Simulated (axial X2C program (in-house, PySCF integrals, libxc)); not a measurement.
Outer orbitals of NaS at 2.493 Å, HF

Calculated with an in-house relativistic program for diatomic molecules. Spin-free means the one-electron spin-free X2C Hamiltonian; two-component (2c) means X2C with spin–orbit coupling and atomic mean-field two-electron Coulomb and Gaunt terms, so the difference of the two also holds small scalar two-electron terms. Basis: S dyall-av3z [9s8p3d2f], Na dyall-cv3z [9s8p5d2f] (cores contracted in-house); Gaussian nuclei, density fitting, unrestricted open shells. Masses: S 31.972 u, Na 22.990 u.

The distance is close to the 2c PBE0 minimum; the highest filled and lowest empty levels are listed.

Spin-free orbitals, state M_S = 1/2, Λ = 1 (beyond evenly filled blocks: π+α, π+β, π-α) (Löwdin shares):

```csv
symmetry,occupied,ε (eV),atomic character
σα,yes,-22.78,"86% S s, 6% Na p, 5% Na d"
σβ,yes,-19.88,"85% S s, 6% Na p, 5% Na d"
π-α,yes,-9.05,"94% S p, 4% Na d, 2% Na p"
π+α,yes,-9.05,"94% S p, 4% Na d, 2% Na p"
σα,yes,-8.60,"88% S p, 6% Na s, 4% Na p"
σβ,yes,-8.05,"87% S p, 7% Na s, 4% Na p"
π+β,yes,-7.26,"92% S p, 4% Na d, 4% Na p"
σα,no,-0.48,"63% Na s, 32% Na p, 2% S p"
σβ,no,-0.47,"62% Na s, 33% Na p, 3% S p"
π-β,no,0.44,"94% Na p, 6% S p"
π-α,no,0.53,"96% Na p, 2% Na d"
π+α,no,0.53,"96% Na p, 2% Na d"
π+β,no,0.53,"96% Na p, 3% Na d"
```

Spinors with spin–orbit coupling (state Ω = 3/2):

| ω | occupied | ε (eV) | atomic character | λ mixture |
| --- | --- | --- | --- | --- |
| 1/2 | yes | -22.77 | 86% S s, 6% Na p, 5% Na d | 100% σ |
| -1/2 | yes | -19.88 | 85% S s, 6% Na p, 5% Na d | 100% σ |
| -1/2 | yes | -9.07 | 94% S p, 4% Na d, 2% Na p | 100% π |
| 3/2 | yes | -9.01 | 94% S p, 4% Na d, 2% Na p | 100% π |
| 1/2 | yes | -8.59 | 88% S p, 6% Na s, 4% Na p | 100% σ |
| -1/2 | yes | -8.04 | 87% S p, 7% Na s, 4% Na p | 100% σ |
| 1/2 | yes | -7.28 | 92% S p, 4% Na d, 4% Na p | 100% π |
| 1/2 | no | -0.48 | 63% Na s, 32% Na p, 2% S p | 100% σ |
| -1/2 | no | -0.47 | 62% Na s, 33% Na p, 3% S p | 100% σ |
| -3/2 | no | 0.44 | 94% Na p, 5% S p | 100% π |
| -1/2 | no | 0.53 | 96% Na p, 2% Na d | 100% π |
| 3/2 | no | 0.53 | 96% Na p, 2% Na d | 100% π |
| 1/2 | no | 0.53 | 96% Na p, 3% Na d | 100% π |

Mulliken charges and populations of the two-component result (they depend on the basis, above all on diffuse functions):

S -0.85 e (s 6.01 p 10.83 d 0.01), Na 0.85 e (s 4.08 p 6.04 d 0.02). ⟨Lz⟩ = 1.00 ħ and ⟨Sz⟩ = 0.50 ħ (0.51 and -0.01 on the two atoms), which add up to Ω.

The state is one determinant whose occupation by symmetry is held fixed; it was picked as the lowest of a PBE0 search that is not exhaustive.
